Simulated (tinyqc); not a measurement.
Worked calculation: UHF in the sto-6g basis, for CH2, spin multiplicity 3. One step of it, computed by the program tinyqc.

Task: Iteration 1: diagonalisation and new density. Diagonalise F' = X^T F X, C = X C', fill 5 alpha and 3 beta electrons from the bottom; D(s) = C_occ C_occ^T. Each column has its largest component positive (the first on a tie).

F(alpha) (hartree), lower triangle:
```
,1C 1s,1C 2s,1C 2px,1C 2py,1C 2pz,2H 1s,3H 1s
1C 1s,-11.987759
1C 2s,-2.991584,-1.672090
1C 2px,0.000000,0.000000,-0.026029
1C 2py,-0.000189,-0.001492,0.000000,-0.192594
1C 2pz,-0.009645,-0.096154,0.000000,-0.000783,-0.078224
2H 1s,-0.580367,-0.719297,0.000000,-0.323476,-0.198218,-0.475413
3H 1s,-0.571584,-0.712148,0.000000,0.321055,-0.196852,-0.210178,-0.469932
```

F(beta) (hartree), lower triangle:
```
,1C 1s,1C 2s,1C 2px,1C 2py,1C 2pz,2H 1s,3H 1s
1C 1s,-10.163433
1C 2s,-2.701950,-1.211988
1C 2px,0.000000,0.000000,0.179750
1C 2py,-0.000128,-0.001108,0.000000,0.058664
1C 2pz,-0.006400,-0.067971,0.000000,-0.000605,0.141750
2H 1s,-0.517081,-0.511350,0.000000,-0.205387,-0.126435,-0.195889
3H 1s,-0.509254,-0.506190,0.000000,0.203951,-0.125632,-0.149017,-0.191791
```

X, lower triangle:
```
,1C 1s,1C 2s,1C 2px,1C 2py,1C 2pz,2H 1s,3H 1s
1C 1s,1.025185
1C 2s,-0.143256,1.193646
1C 2px,0.000000,0.000000,1.000000
1C 2py,-0.000096,0.001495,0.000000,1.132315
1C 2pz,-0.008138,0.082328,0.000000,0.000658,1.039769
2H 1s,0.021257,-0.262941,0.000000,-0.237628,-0.127356,1.171483
3H 1s,0.021141,-0.259400,0.000000,0.235188,-0.125871,-0.022559,1.168087
```

Give: F' = X^T F X; orbital energies; coefficients C; F' = X^T F X; orbital energies; coefficients C; D(alpha) after iteration 1; D(beta) after iteration 1.

Result:

F' = X^T F X (alpha) (hartree), lower triangle:
```
,1,2,3,4,5,6,7
1,-11.7967
2,-1.4462,-0.8943
3,0.0000,0.0000,-0.0260
4,-0.0001,0.0009,0.0000,0.0688
5,-0.0157,0.0508,0.0000,0.0003,0.0006
6,-0.0811,-0.4190,0.0000,-0.3470,-0.1865,-0.1000
7,-0.0786,-0.4141,0.0000,0.3441,-0.1847,-0.0693,-0.1012
```

orbital energies (alpha) (hartree): MO1 -11.9883, MO2 -1.0753, MO3 -0.4725, MO4 -0.1636, MO5 -0.0260, MO6 0.3668, MO7 0.5101

coefficients C (alpha):
```
,MO1,MO2,MO3,MO4,MO5,MO6,MO7
1C 1s,0.9982,-0.2221,0.0006,0.1029,0.0000,-0.1273,-0.0032
1C 2s,0.0074,0.8045,-0.0037,-0.5490,0.0000,0.7997,0.0220
1C 2px,0.0000,0.0000,0.0000,0.0000,1.0000,0.0000,0.0000
1C 2py,0.0000,0.0012,0.5106,0.0003,0.0000,-0.0217,1.0643
1C 2pz,0.0009,0.0674,0.0006,0.7397,0.0000,0.7537,0.0168
2H 1s,-0.0001,0.2166,0.4666,0.3482,0.0000,-0.7436,-0.7591
3H 1s,-0.0001,0.2139,-0.4682,0.3501,0.0000,-0.7718,0.7215
```

F' = X^T F X (beta) (hartree), lower triangle:
```
,1,2,3,4,5,6,7
1,-9.9517
2,-1.4442,-0.5019
3,0.0000,0.0000,0.1797
4,-0.0001,0.0009,0.0000,0.2894
5,-0.0208,0.0587,0.0000,0.0004,0.2109
6,-0.0573,-0.3463,0.0000,-0.3035,-0.1618,0.1190
7,-0.0551,-0.3422,0.0000,0.3010,-0.1602,-0.0554,0.1174
```

orbital energies (beta) (hartree): MO1 -10.1698, MO2 -0.6200, MO3 -0.1999, MO4 0.0679, MO5 0.1797, MO6 0.5419, MO7 0.6629

coefficients C (beta):
```
,MO1,MO2,MO3,MO4,MO5,MO6,MO7
1C 1s,0.9929,-0.2285,0.0006,0.1159,0.0000,-0.1450,-0.0039
1C 2s,0.0302,0.7587,-0.0034,-0.5642,0.0000,0.8325,0.0246
1C 2px,0.0000,0.0000,0.0000,0.0000,1.0000,0.0000,0.0000
1C 2py,0.0000,0.0012,0.4933,0.0006,0.0000,-0.0244,1.0724
1C 2pz,0.0030,0.0667,0.0004,0.7470,0.0000,0.7465,0.0184
2H 1s,-0.0060,0.2532,0.4782,0.3312,0.0000,-0.7386,-0.7531
3H 1s,-0.0060,0.2502,-0.4805,0.3328,0.0000,-0.7697,0.7121
```

D(alpha) after iteration 1, lower triangle:
```
,1C 1s,1C 2s,1C 2px,1C 2py,1C 2pz,2H 1s,3H 1s
1C 1s,1.0563
1C 2s,-0.2277,0.9486
1C 2px,0.0000,0.0000,1.0000
1C 2py,0.0001,-0.0011,0.0000,0.2607
1C 2pz,0.0620,-0.3519,0.0000,0.0006,0.5517
2H 1s,-0.0121,-0.0186,0.0000,0.2386,0.2725,0.3859
3H 1s,-0.0119,-0.0184,0.0000,-0.2387,0.2732,-0.0502,0.3876
```

D(beta) after iteration 1, lower triangle:
```
,1C 1s,1C 2s,1C 2px,1C 2py,1C 2pz,2H 1s,3H 1s
1C 1s,1.0380
1C 2s,-0.1434,0.5766
1C 2px,0.0000,0.0000,0.0000
1C 2py,0.0001,-0.0007,0.0000,0.2433
1C 2pz,-0.0122,0.0507,0.0000,0.0003,0.0045
2H 1s,-0.0635,0.1903,0.0000,0.2362,0.0171,0.2928
3H 1s,-0.0634,0.1912,0.0000,-0.2367,0.0165,-0.1664,0.2935
```
